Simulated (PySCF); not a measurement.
**Functional dependence of a UV spectrum**

Carbonyl fluoride, CF₂O.
InChI=1S/CF2O/c2-1(3)4

Linear-response calculations in the def2-SVPD basis (PySCF; singlets by full response, triplets Tamm–Dancoff, core orbitals frozen in the response; HF means time-dependent Hartree–Fock). 'Strongest' is the level of largest summed f among the singlets computed (10 roots, of which the last may lack a degenerate partner); it can jump between rows when another state enters that window. S1 is the lowest singlet of each run and needn't be the same state throughout; f(S1) is that of one state. Isolated species at its PBE0-D3(BJ)/def2-SVP geometry, gas phase.

| functional | kind | S1 (eV) | f(S1) | strongest (eV) | T1 (eV) | HOMO (eV) | gap (eV) | ionisation energy, ΔSCF (eV) |
| --- | --- | --- | --- | --- | --- | --- | --- | --- |
| PBE0 | global hybrid, 25% exact exchange | 7.16 | 0.000 | 10.22 | 6.59 | -10.51 | 9.86 | 13.52 |
| BHandHLYP | global hybrid, 50% exact exchange | 7.35 | 0.000 | 10.44 | 6.82 | -12.38 | 12.98 | 13.52 |
| CAM-B3LYP | range-separated hybrid | 7.10 | 0.000 | 10.14 | 6.57 | -12.07 | 12.63 | 13.71 |
| wB97X-D | range-separated hybrid | 7.18 | 0.000 | 10.24 | 6.68 | -12.49 | 13.78 | 13.61 |
| LC-wPBE | range-separated hybrid | 7.12 | 0.000 | 10.20 | 6.56 | -13.39 | 15.22 | 13.73 |

S1 runs from 7.10 eV (CAM-B3LYP) to 7.35 eV (BHandHLYP), a spread of 0.24 eV, while the orbital gap spreads over 5.4 eV. −ε(HOMO) comes closest to its own ΔSCF ionisation energy with LC-wPBE (-0.34 eV) and misses most with PBE0 (-3.01 eV). The lowest triplet of a reference set is 3A2(n→π*) at 7.06 eV (computed, theoretical best estimate (aug-cc-pVTZ, frozen core, CC3 geometry), gas; Veril, Scemama, Caffarel, Lipparini, Boggio-Pasqua, Jacquemin, Loos, WIREs Comput. Mol. Sci. 2021, 11, e1517 (QUESTDB)). The lowest computed triplet differs from it by BHandHLYP -0.24, wB97X-D -0.38, PBE0 -0.47, CAM-B3LYP -0.49, LC-wPBE -0.50 eV; geometry and basis of the reference needn't be the same.
